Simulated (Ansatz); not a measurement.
in.yaml

```yaml
crystal:
  periodic: [false, false, false]
  atoms:
    - {symbol: W, position_ang: [0.000000, 0.000000, 0.000000]}
    - {symbol: B, position_ang: [0.000000, 0.000000, 2.058400]}
basis:
  gaussian: {orbitals: def2-SVP}
total_charge: 1
magnetization: {spin_polarized: false, initial_magnetization: 4}
correlation: {method: ccsdtq, electrons: outside_noble_gas}
```

```sh
$ ansatz run in.yaml --threads 2 --pin off --events-out ev --progress --plain --max-ram 24576MiB --backend cuda --devices 0, --max-vram 18GiB
```

The program prints:

```
834 factors; integrals over basis functions are off by at most 9.8e-8 eV
mean field evaluation 1: about -2463.8550 eV, gradient 1.5e1 eV
mean field evaluation 2: about -2463.9518 eV, gradient 1.5e1 eV
mean field evaluation 4: about -2464.8655 eV, gradient 2.8e0 eV
mean field evaluation 8: about -2465.0057 eV, gradient 9.1e-1 eV
mean field evaluation 16: about -2465.0339 eV, gradient 1.3e-6 eV
mean field evaluation 32: about -2461.0829 eV, gradient 2.3e1 eV
mean field evaluation 64: about -2464.6015 eV, gradient 1.6e0 eV
mean field evaluation 96: about -2465.2233 eV, gradient 1.6e-2 eV
mean field evaluation 128: about -2463.1724 eV, gradient 1.6e1 eV
mean field evaluation 160: about -2465.2233 eV, gradient 5.7e-4 eV
...
cycle  60  -4.97121198 eV  change   -9.7e-7 eV  update   9.8e-7
cycle  61  -4.97121232 eV  change   -3.4e-7 eV  update   9.7e-7
cycle  62  -4.97121305 eV  change   -7.3e-7 eV  update   8.5e-7
cycle  63  -4.97121371 eV  change   -6.5e-7 eV  update   7.2e-7
cycle  64  -4.97121440 eV  change   -6.9e-7 eV  update   6.7e-7
cycle  65  -4.97121512 eV  change   -7.2e-7 eV  update   5.7e-7
cycle  66  -4.97121575 eV  change   -6.4e-7 eV  update   5.0e-7
cycle  67  -4.97121608 eV  change   -3.2e-7 eV  update   4.5e-7
cycle  68  -4.97121682 eV  change   -7.5e-7 eV  update   3.9e-7
cycle  69  -4.97121739 eV  change   -5.6e-7 eV  update   3.1e-7
Total energy: -2470.19453168 eV, -90.7779746814 hartree
```

Ran on 2 threads of AMD EPYC 7R13 with a shared H100 80 GB, shared host: 2 min wall, 0.89 GiB peak host memory.
